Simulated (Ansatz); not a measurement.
# MgSiH2 (singlet): from Hartree-Fock to the top rungs at scale of all distances = 0.872, 6-31G

An exercise on one series of results from a longer session: the logs are not shown, and one member is left open.

Program: Ansatz 0.2.0, Gaussian basis. Level of theory: 6-31G, core rule «outside noble gas», up to 10 orbitals frozen. These are calculated values, not measurements.

Plan: UHF; CCSD(T) on RHF; CCSD(T) on UHF; BCCD(T) on RHF; CISD; CCSDT(Q) on RHF; CCSDT(Q) on UHF; CCSDTQ on RHF; CASSCF and MRCISD+Q, 2 electrons in 2 orbitals; CASSCF and NEVPT2, 2 electrons in 2 orbitals; Full CI.

20 further runs of the same task are left out: 8 for a known fault of the program, 9 that didn't finish, 3 set aside as unsound or not needed.

**The geometry**

The geometry derives from a PBE0/def2-TZVP stationary point (not a proven minimum). All distances are scaled together.

4 atoms, charge 0, spin multiplicity 1.

Atoms are counted from 1 here; the program's logs count them from 0.

Bond lengths: Si1–Mg2 2.329 Å, Si1–H3 1.338 Å, Mg2–H4 1.499 Å. Angles: Mg2–Si1–H3 87.6°, Si1–Mg2–H4 177.9°.

The first run:

Input file in.yaml:

```yaml
crystal:
  periodic: [false, false, false]
  atoms:
    - {symbol: Si, position_ang: [0.000000, -0.066100, 1.110647]}
    - {symbol: Mg, position_ang: [0.000000, 0.022649, -1.216679]}
    - {symbol: H, position_ang: [0.000000, 1.272091, 1.106374]}
    - {symbol: H, position_ang: [0.000000, 0.023593, -2.715311]}
basis:
  gaussian: {orbitals: 6-31G}
magnetization: {spin_polarized: true, initial_magnetization: 0}
hamiltonian: {xc: hf}
output: {orbitals: {seedname: orbitals}}
```

Command:

```sh
> ansatz run in.yaml --threads 1 --pin off --events-out ev --progress --plain --max-ram 2393MiB
```

Among the steps run: UHF; CCSD(T) on RHF; CCSD(T) on UHF; BCCD(T) on RHF; CISD; CCSDT(Q) on RHF; CCSDT(Q) on UHF; CCSDTQ on RHF; CASSCF and MRCISD+Q, 2 electrons in 2 orbitals; CASSCF and NEVPT2, 2 electrons in 2 orbitals; Full CI.

One table of the session follows, with a row left open; its other results are not shown here.

```
       method  from FCI (kJ/mol)
          RHF             +211.6
         RMP2              +66.7
         CISD              +16.3
        RCCSD               +5.5
     RCCSD(T)               +2.0
      BCCD(T)               +1.9
       RCCSDT               +0.5
    RCCSDT(Q)               +0.1
      RCCSDTQ                0.0
  CASSCF pair             +173.7
  NEVPT2 pair              +58.9
  MRCISD pair                  ?
MRCISD+Q pair               -0.2
          FCI                  0
```

Q: Estimate the row for MRCISD pair from the others.

**Answer.** from FCI (kJ/mol): +11.9. In the column «from FCI (kJ/mol)» it lies between RCCSD (+5.5) and CISD (+16.3).

Left out of the table: UHF, UMP2, UCCSD, UCCSD(T), UCCSDT, UCCSDT(Q) (another determinant or state than the rows shown).
